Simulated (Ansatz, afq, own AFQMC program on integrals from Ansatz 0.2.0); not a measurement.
AFQMC on a folder of integrals that Ansatz 0.2.0 wrote.

```yaml
crystal:
  periodic: [false, false, false]
  atoms:
    - {symbol: B, position_ang: [0.469549, 0.000000, 0.863714]}
    - {symbol: C, position_ang: [-0.704173, 0.000000, 0.010956]}
    - {symbol: N, position_ang: [0.241406, 0.000000, -0.676048]}
basis:
  gaussian: {orbitals: cc-pVDZ}
magnetization: {spin_polarized: true, initial_magnetization: 2}
correlation: {method: ccsd_t, electrons: outside_noble_gas, hamiltonian_folder: ham}
```

```sh
$ ansatz run in.yaml --threads 1 --pin off --events-out ev --progress --plain --max-ram 1382MiB
```

Options of the walk:

```
--method phaseless --trial cisd --walkers 60 --populations 1 --least-time 40 --time-step 0.005 --steps-per-block 50 --equilibration-blocks 28 --max-blocks 300 --target-error 0.00042 --factor-cut 1e-05 --start spin_pure --seed 4616 --release-times 0.24,0.51,0.99,1.62,2.4 --release-step 0.03 --release-every 4 --taylor-order 6
```

Times are imaginary, in 1/Eh. The walk had a cap of 1581 s.

```
orbitals 39  electrons 7 5  factors 316 of 403
reference energy -116.84307156 Eh
CCSD correlation -0.31612724 Eh in 13 cycles, weight of the determinant in the CISD state 0.8694
energy of the start -117.157866 Eh
 block  time / (1/Eh)  mean weight  energy / Eh
     1     0.250  0.9993  -117.154113
     2     0.500  0.9993  -117.163220
     3     0.750  0.9994  -117.162188
     4     1.000  1.0010  -117.164365
     5     1.250  1.0010  -117.165680
     7     1.750  1.0014  -117.170094
     9     2.250  0.9982  -117.175784
    17     4.250  1.0021  -117.181264
    33     8.250  1.0014  -117.175250
    49    12.250  1.0033  -117.177032
    65    16.250  0.9987  -117.169026
    81    20.250  1.0013  -117.167997
    97    24.250  1.0012  -117.168982
   113    28.250  1.0010  -117.174562
   129    32.250  1.0007  -117.180187
   145    36.250  0.9965  -117.179355
   161    40.250  1.0015  -117.163776
   177    44.250  1.0001  -117.174450
   193    48.250  1.0003  -117.184285
   209    52.250  1.0021  -117.171083
   225    56.250  0.9993  -117.165470
   241    60.250  1.0009  -117.175289
   257    64.250  1.0015  -117.170492
   273    68.250  1.0019  -117.174436
   289    72.250  1.0008  -117.171067
   305    76.250  0.9985  -117.168697
   313    78.250  0.9991  -117.193624
   321    80.250  1.0003  -117.183408
blocks merged  error / Eh  count
     1  0.000470  300
     2  0.000580  150
     4  0.000694  75
     8  0.000792  37
    16  0.000849  18
    32  0.000855  9
released: time / (1/Eh)  energy / Eh  error  mean overlap
  0.24  -117.175603  0.000771  0.9903
  0.51  -117.175441  0.000842  1.0020
  0.99  -117.175750  0.000930  1.0045
  1.62  -117.175436  0.000887  1.0138
  2.40  -117.175590  0.001078  1.0186
energy -117.175243 +/- 0.000849 Eh
(rows thinned)
```

Q: Estimate how long the walk took on 1 thread of AMD EPYC 9R45 96-Core Processor (Zen 5), on a shared host.

A: 4.5 min of wall time.

The run passed its tests (sampling time, drift between the halves within three errors, error under three times the target), which doesn't prove that it has relaxed.

Against this walk (error 23.1 meV) on the same determinant: CCSD(T) 37.6 meV higher (within the noise), CCSDT(Q) 21.7 meV lower (within the noise). The error is statistical and leaves out the bias of the constraint. Released to 2.40 1/Eh the energy moves by -9 ± 37 meV (both errors), within twice the noise.

Cautions: constraint bias not in the error; error above the target (23.1 against 11.4 meV); lower spins were not checked.

CCSDT and higher add their correlation energy to the determinant of the CCSD(T) run, since their own runs factorise the integrals more tightly (a shift of under 2 meV). A walk keeps the symmetry of its determinant, which the program's search chose and which needn't be the lowest solution, so a lower state of the same spin and another symmetry isn't excluded.
